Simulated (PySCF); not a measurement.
Molecule: SMILES C#CC#[NH+], [C$_{3}$H$_{2}$N]+.

Mapped SMILES: `[CH:1]#[C:2][C:3]#[NH+:4]` (H(Xn): hydrogen on atom n).

Spin–spin couplings on one PBE0-D3(BJ)/def2-SVP geometry, PySCF 2.14, gas phase, non-relativistic, equivalent pairs averaged; isotopes 13C, 1H, 15N; functional B3LYP.

Question: How do the couplings (Hz) change with the basis set? Times are CPU seconds on shared hosts with different chips, so compare them loosely. Far from the basis limit: 6-31G-J, pcJ-0, 6-31G*, def2-TZVP, cc-pVTZ.

Answer: 
| basis set | functions | 1J(C1,H(C1)) | 1J(C1,C2) | 1J(C2,C3) | 1J(N4,H(N4)) | 1J(C3,N4) | 2J(C3,H(N4)) | 2J(C2,H(C1)) | core-s |
| --- | --- | --- | --- | --- | --- | --- | --- | --- | --- |
| 6-31G-J | 56 | 330.6 | 238.0 | 220.1 | -175.7 | -92.6 | 58.5 | 57.2 | 2.8 |
| pcJ-0 | 58 | 299.1 | 195.4 | 178.0 | -148.8 | -70.2 | 44.2 | 43.9 | 2.6 |
| 6-31G* | 60 | 269.1 | 213.3 | 200.7 | -144.1 | -61.3 | 38.5 | 40.2 | 3.2 |
| pcJ-1 | 128 | 317.6 | 242.4 | 216.2 | -167.3 | -94.6 | 60.5 | 58.0 | 6.3 |
| def2-TZVP | 136 | 299.9 | 237.9 | 219.2 | -153.5 | -94.4 | 59.4 | 55.7 | 7.6 |
| cc-pVTZ | 148 | 297.3 | 319.6 | 214.7 | -150.3 | -115.8 | 50.4 | 57.7 | 8.2 |
| aug-cc-pVTZ-J | 224 | 323.8 | 235.9 | 213.3 | -170.0 | -93.3 | 62.9 | 60.7 | 13 |
| pcJ-2 | 252 | 319.9 | 233.7 | 209.3 | -168.1 | -92.8 | 62.4 | 60.2 | 15 |

The Fermi-contact term samples the wavefunction at the nucleus, which is why sets with added tight s functions (names with J) are made for couplings.
